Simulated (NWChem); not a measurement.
# triplet CH4S2: levels of theory compared

Wanted: a comparison of 3 runs (UB3LYP/aug-cc-pVDZ, UBHLYP/aug-cc-pVDZ, UM06-2X/aug-cc-pVDZ) of triplet CH4S2. 

The results are computed with NWChem 7.3.0.

## 1. The structure to begin with

The species is CH4S2 (7 atoms), meant as a triplet with charge 0. SMILES of the parent species: `CSS`. The coordinates come from a PBE0-D4/def2-TZVP relaxation. This is one conformer, not always the lowest. That shape belongs to the parent species and isn't relaxed for this state.

Bond lengths: C1–S2 1.802 Å, S2–S3 2.037 Å, C1–H4 1.090 Å, C1–H5 1.089 Å, C1–H6 1.093 Å, S3–H7 1.349 Å. Angles: C1–S2–S3 103.0°, S2–C1–H4 111.1°, S2–C1–H5 110.8°, S2–C1–H6 106.0°, S2–S3–H7 99.3°, H4–C1–H5 110.4°, H4–C1–H6 109.2°, H5–C1–H6 109.3°.

## 2. The energy at UB3LYP/aug-cc-pVDZ (run 1)

Contents of input.nw:

```
start input
memory 2200 mb

geometry noautosym nocenter noautoz
 C       -0.757700       0.531000      -0.254500
 S        0.410700       0.313400       1.100600
 S        1.938900      -0.712100       0.227800
 H       -1.170500      -0.425600      -0.574100
 H       -0.285300       1.039300      -1.094100
 H       -1.562500       1.156200       0.139800
 H        1.487600      -1.970200       0.408600
end

basis "ao basis" spherical bse
 * library aug-cc-pVDZ
end

dft
 xc b3lyp
 mult 3
 grid fine
 convergence energy 1e-08
 maxiter 100
 mulliken
end

task dft energy
```

Launch:

```sh
$ nwchem input.nw > input.out
```

The program printed:

```text
[...]
          Wavefunction type:  spin polarized.
          No. of atoms     :     7
          No. of electrons :    42
[...]
          Charge           :     0
          Spin multiplicity:     3
[...]
          AO basis - number of functions:   113
[...]
              XC Information
              --------------
                         B3LYP Method XC Potential
                     Hartree-Fock (Exact) Exchange  0.200
                        Slater Exchange Functional  0.800 local
                    Becke 1988 Exchange Functional  0.720 non-local
              Lee-Yang-Parr Correlation Functional  0.810
                  VWN I RPA Correlation Functional  0.190 local
[...]
 d= 0,ls=0.0,diis     1   -836.7339325491 -9.87D+02  2.43D-02  1.09D-01     8.4
[...]
 d= 0,ls=0.0,diis    16   -836.7904670993 -4.66D-09  7.49D-07  1.47D-10   106.4
[...]
         Total DFT energy =     -836.790467099288
      One electron energy =    -1451.691791988746
           Coulomb energy =      523.077157809279
    Exchange-Corr. energy =      -58.321456225948
 Nuclear repulsion energy =      150.145623306126
[...]
      Total Density - Mulliken Population Analysis
     ---------------------------------------------
    Atom       Charge   Shell Charges
 -----------   ------   -------------------------------------------------------
    1 C    6     5.25   2.02  0.67  0.31  0.06  2.12  0.19 -0.06  0.04 -0.10
    2 S   16    15.88   2.00  2.05  0.98  0.88 -0.10  6.01  2.26  1.49  0.14  0.14  0.04
    3 S   16    16.19   2.00  2.05  0.96  0.83 -0.01  6.01  2.35  1.70  0.20  0.10  0.00
    4 H    1     1.24   0.76  0.47  0.01  0.03 -0.03
    5 H    1     1.21   0.76  0.45  0.01  0.03 -0.03
    6 H    1     1.26   0.76  0.47  0.01  0.03 -0.02
    7 H    1     0.97   0.69  0.20  0.00  0.03  0.04
[...]
      <S2> =      2.0062 (Exact =     2.0000)
[...]
```

It took 1.8 min on 1 thread of Intel Xeon Platinum 8488C (Sapphire Rapids), shared host; peak memory 0.12 GiB.

## 3. The energy at UBHLYP/aug-cc-pVDZ (run 2)

Contents of run.nw:

```
start run
title "CH4S2"
memory stack 880 mb heap 220 mb global 1100 mb
charge 0
geometry units bohr noautosym nocenter noautoz
 C  -1.43184548  1.00344457 -0.48093530
 S   0.77611052  0.59224017  2.07983257
 S   3.66398998 -1.34567397  0.43047961
 H  -2.21192443 -0.80426744 -1.08489177
 H  -0.53913886  1.96399236 -2.06754935
 H  -2.95269707  2.18490135  0.26418371
 H   2.81115658 -3.72313841  0.77214209
end
basis spherical bse
 * library aug-cc-pVDZ
end
dft
 xc bhlyp
 mult 3
 grid fine
 convergence energy 1e-08
 maxiter 100
 mulliken
end
task dft energy
```

Launch:

```sh
$ nwchem run.nw > run.out
```

The program printed:

```text
[...]
          Wavefunction type:  spin polarized.
          No. of atoms     :     7
          No. of electrons :    42
[...]
          Charge           :     0
          Spin multiplicity:     3
[...]
          AO basis - number of functions:   113
[...]
              XC Information
              --------------
                        BHLYP Method XC Functional
                     Hartree-Fock (Exact) Exchange  0.500
                        Slater Exchange Functional  0.500 local
                    Becke 1988 Exchange Functional  0.500 non-local
              Lee-Yang-Parr Correlation Functional  1.000
[...]
 d= 0,ls=0.0,diis     1   -836.6605408264 -9.87D+02  2.18D-02  8.10D-02     8.4
[...]
 d= 0,ls=0.0,diis    13   -836.7167368124 -9.28D-09  1.91D-06  2.47D-10    85.9
[...]
         Total DFT energy =     -836.716736812444
      One electron energy =    -1451.767597543417
           Coulomb energy =      523.188457212467
    Exchange-Corr. energy =      -58.283209103564
 Nuclear repulsion energy =      150.145612622070
[...]
      Total Density - Mulliken Population Analysis
     ---------------------------------------------
    Atom       Charge   Shell Charges
 -----------   ------   -------------------------------------------------------
    1 C    6     5.48   2.01  0.67  0.33  0.06  2.08  0.42 -0.04  0.05 -0.09
    2 S   16    15.82   2.00  2.04  0.98  0.88 -0.10  6.01  2.22  1.50  0.11  0.15  0.03
    3 S   16    16.27   2.00  2.04  0.93  0.85  0.00  6.01  2.35  1.82  0.19  0.09 -0.01
    4 H    1     1.16   0.75  0.40  0.01  0.03 -0.03
    5 H    1     1.15   0.75  0.39  0.01  0.03 -0.03
    6 H    1     1.18   0.76  0.40  0.01  0.03 -0.02
    7 H    1     0.95   0.68  0.19  0.00  0.03  0.04
[...]
      <S2> =      2.0110 (Exact =     2.0000)
[...]
```

It took 87 s on 1 thread of Intel Xeon Platinum 8488C (Sapphire Rapids), shared host; peak memory 0.12 GiB.

## 4. The energy at UM06-2X/aug-cc-pVDZ (run 3)

Contents of mol.xyz:

```xyz
7

C     -0.757700     0.531000    -0.254500
S      0.410700     0.313400     1.100600
S      1.938900    -0.712100     0.227800
H     -1.170500    -0.425600    -0.574100
H     -0.285300     1.039300    -1.094100
H     -1.562500     1.156200     0.139800
H      1.487600    -1.970200     0.408600
```

Contents of run.py:

```python
from ase.io import read
from ase.calculators.nwchem import NWChem

system = read('mol.xyz')

calc = NWChem(
    label='mol',
    theory='dft',
    memory='2200 mb',
    basis='aug-cc-pVDZ',
    basispar='spherical bse',
    dft={'xc': 'm06-2x', 'mult': '3', 'grid': 'fine', 'convergence': 'energy 1e-08', 'iterations': '100', 'mulliken': None},
    task='energy',
)
system.calc = calc

print("Total energy (eV):", round(system.get_potential_energy(), 6))
```

Launch:

```sh
$ export ASE_NWCHEM_COMMAND="nwchem PREFIX.nwi > PREFIX.nwo"
$ python run.py
```

The program printed:

```text
Total energy (eV): -22767.179642
```

The calculator wrote mol.nwi:

```
title "mol"

permanent_dir mol

scratch_dir mol

start mol

geometry units angstrom nocenter noautosym noautoz
  C  -7.5770000000000004e-01 5.3100000000000003e-01 -2.5450000000000000e-01
  S  4.1070000000000001e-01 3.1340000000000001e-01 1.1006000000000000e+00
  S  1.9389000000000001e+00 -7.1209999999999996e-01 2.2780000000000000e-01
  H  -1.1705000000000001e+00 -4.2559999999999998e-01 -5.7410000000000005e-01
  H  -2.8530000000000000e-01 1.0392999999999999e+00 -1.0941000000000001e+00
  H  -1.5625000000000000e+00 1.1561999999999999e+00 1.3980000000000001e-01
  H  1.4876000000000000e+00 -1.9702000000000000e+00 4.0860000000000002e-01
end

memory 2200 mb

basis spherical bse noprint
   * library aug-cc-pVDZ
end

dft
  xc m06-2x
  mult 3
  grid fine
  convergence energy 1e-08
  iterations 100
  mulliken
end

task dft energy
```

mol.nwo:

```text
Northwest Computational Chemistry Package (NWChem) 7.3.0
             --------------------------------------------------------

           Job information
           ---------------

    nwchem branch   = 7.3.0
    use scalapack   = T
    input           = mol.nwi
    prefix          = mol.
    data base       = mol/mol.db
    status          = startup
    nproc           =        1

           Memory information
           ------------------

    heap     =     72089598 doubles =      550.0 Mbytes
    stack    =     72089595 doubles =      550.0 Mbytes
    global   =    144179200 doubles =     1100.0 Mbytes (distinct from heap & stack)
    total    =    288358393 doubles =     2200.0 Mbytes
    verify   = yes
    hardfail = no

[... 106 lines left out ...]
  convergence criterion.
[... 17 lines left out ...]
          Convergence on gradient requested:  5.00D-04
[... 24 lines left out ...]
          Convergence aids based upon iterative change in
[... 28 lines left out ...]
 1-e energy   =   -1449.816473
[... 57 lines left out ...]
         Total DFT energy =     -836.678426504386
[... 2 lines left out ...]
    Exchange-Corr. energy =      -58.236679297026
[... 798 lines left out ...]
                     DFT Final Beta Molecular Orbital Analysis
[... 905 lines left out ...]
 center of mass
 --------------
 x =   1.52374043 y =  -0.15540992 z =   0.90472743

 moments of inertia (a.u.)
 ------------------
         190.287624195276         157.570756291842          -4.992451031471
         157.570756291842         397.074197922209         -20.786103867220
          -4.992451031471         -20.786103867220         411.951275079228

     Multipole analysis of the density
     ---------------------------------

     L   x y z        total         alpha         beta         nuclear
     -   - - -        -----         -----         ----         -------
     0   0 0 0     -0.000000    -22.000000    -20.000000     42.000000

     1   1 0 0     -1.137799    -32.063874    -28.631852     59.557927
[... 8 lines of this table left out ...]
     2   0 0 2    -27.078985    -58.107449    -48.653323     79.681788

 Task  times  cpu:      143.7s     wall:      143.7s
 Total times  cpu:      143.7s     wall:      143.7s
```

It took 2.4 min on 1 thread of Intel Xeon Platinum 8488C (Sapphire Rapids), shared host; peak memory 0.12 GiB.

## 5. All runs side by side

```
run                level  energy (Eh)  dipole moment (D)  HOMO energy (eV)   ⟨S²⟩  wall time
  1   UB3LYP/aug-cc-pVDZ  -836.790467               2.78             -2.86  2.006    1.8 min
  2   UBHLYP/aug-cc-pVDZ  -836.716737               3.22             -3.81  2.011       87 s
  3  UM06-2X/aug-cc-pVDZ  -836.678427               2.97             -3.86  2.007    2.4 min
```

## 6. Outcome

| quantity | value |
| --- | --- |
| run 3: total energy | -836.67843 Eh |
| run 3: dipole moment | 2.97 D |
| run 3: HOMO energy (highest over α and β) | -3.86 eV |
| run 3: ⟨S²⟩ | 2.007 |

The dipole moment (its size) runs from 2.78 D (UB3LYP/aug-cc-pVDZ) to 3.22 D (UBHLYP/aug-cc-pVDZ). Totals of different functionals can't be ranked against each other. All runs together took 5.6 min, the longest 2.4 min.
